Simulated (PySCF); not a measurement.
Cartesian coordinates (Å):
```xyz
2

O      0.4865     0.0000     0.0000
H     -0.4865     0.0000     0.0000
```
Charge 0, spin multiplicity 2.

Question: Give the total energy, highest occupied spin orbital and dipole moment at the level PySCF with PBE0-D4/def2-TZVP.

Answer: 
```json
{
 "total_energy": "-2059.51 eV",
 "highest_occupied_spin_orbital": "-9.09 eV",
 "dipole_moment": "1.77 D"
}
```
